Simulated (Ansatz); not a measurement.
**H3Ge–CH, triplet in cc-pVDZ: errors against UCCSDT(Q)**

Geometry: displaced at random from a stationary point.

```yaml
atoms:
  - { symbol: Ge, position_ang: [0.0243, 0.0127, 0.2712] }
  - { symbol: C, position_ang: [-0.1405, -0.0997, -1.6131] }
  - { symbol: H, position_ang: [-0.0639, 1.4684, 0.7042] }
  - { symbol: H, position_ang: [1.2707, -0.7617, 0.8538] }
  - { symbol: H, position_ang: [-1.3354, -0.7809, 0.7509] }
  - { symbol: H, position_ang: [0.0497, 0.3436, -2.6303] }
```

Basis cc-pVDZ; Ansatz 0.2.0. Only valence electrons are correlated (noble-gas cores and the filled d shells of p-block atoms frozen), which leaves 12 electrons in 46 orbitals. R marks a restricted (for open shells ROHF) determinant, U an unrestricted one. No spin–orbit coupling is included, and no scalar relativity.

Full CI isn't at hand for all of this; UCCSDT(Q) serves as the reference, and is uncertain by about the last step of the cluster series. The frozen core follows each run's orbitals, which can shift R against U totals by a few meV for light atoms and by up to 0.1 eV past Ca.

```
UHF ⟨S²⟩                          : 2.026
T1 diagnostic (RCCSD)             : 0.0212
largest doubles amplitude (RCCSD) : 0.028
T1 diagnostic (UCCSD)             : 0.0136
```

| level | E − E(RHF) (eV) |
| --- | --- |
| UHF | -0.2044 |
| UMP2 | -5.2813 |
| UCCSD | -6.4273 |
| UCCSD(T) | -6.5643 |

Q: Estimate how far UCCSDT(Q) in cc-pVDZ lies from UCCSD(T). The table doesn't fix it; the size of (T) and the diagnostics are the guide.

A: UCCSDT(Q) in cc-pVDZ lies 36 meV below UCCSD(T), which is 26 % of the (T) step (-137 meV). The diagnostics give no warning, yet the rest is a sizeable part of (T).

The other levels:

| level | E − E(UCCSDT(Q)) (meV) | share of correlation (%) | wall time |
| --- | --- | --- | --- |
| UCCSDT | 7 | 99.90 | – |

The correlation energy at UCCSDT(Q), counted from RHF, is -6.600 eV. That run took 90 s on 1 thread of Intel Xeon Platinum 8259CL, shared host.

Run but not shown, since their state or frozen core can't be matched to the reference's or they repeat it: RHF, RMP2, RCCSD, RCCSD(T), BCCD(T), RCCSDT, RCCSDT(Q).

Times hold each run's SCF and search for its determinant on a shared host, so for small cases they say little of a method's own cost; they ran on 1 thread of Intel Xeon Platinum 8259CL.
